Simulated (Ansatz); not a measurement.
C₄H₆S (`CC1=CSC1`). The species carries charge 0 and has multiplicity 1.

```xyz
11

C    -0.073   -0.102   -1.463
C    -0.100   -0.128    0.017
C    -0.718   -0.915    0.904
S    -0.129   -0.151    2.383
C     0.608    0.785    0.978
H    -0.444    0.852   -1.853
H    -0.692   -0.900   -1.877
H     0.945   -0.229   -1.847
H    -1.381   -1.766    0.815
H     0.285    1.828    0.968
H     1.698    0.726    0.974
```

Question: List the harmonic frequencies (cm⁻¹, unscaled) at PBE0-D4/def2-TZVP in Ansatz. (Best estimate.)

Answer: Computed: 158, 219, 310, 403, 547, 708, 784, 803, 915, 915, 997, 1003, 1099, 1148, 1167, 1303, 1404, 1439, 1465, 1477, 1697, 3032, 3081, 3085, 3130, 3141, 3229.

Question: Is this a minimum?

Answer: Yes, all 27 modes are real.

Question: Give the ideal-gas thermochemistry at 298.15 K and 1 bar (rigid rotor, harmonic oscillator; point group Cs, symmetry number 1).

Answer: Zero-point energy 231.2 kJ/mol; H(298) − E = 248.0 kJ/mol; entropy 309.2 J/(mol·K), of which translation 164.4, rotation 107.9, vibration 36.9; G(298) − E = 155.8 kJ/mol.

Question: And at 400, 500, 600, 800 and 1000 K?

Answer: 
| T (K) | H − E (kJ/mol) | S (J/mol/K) | G − E (kJ/mol) |
| --- | --- | --- | --- |
| 400 | 258.2 | 338.5 | 122.8 |
| 500 | 270.4 | 365.7 | 87.6 |
| 600 | 284.5 | 391.2 | 49.8 |
| 800 | 316.8 | 437.5 | -33.2 |
| 1000 | 353.4 | 478.3 | -124.9 |

Question: Rotational constants (cm⁻¹)?

Answer: 0.3875, 0.0973, 0.08012.
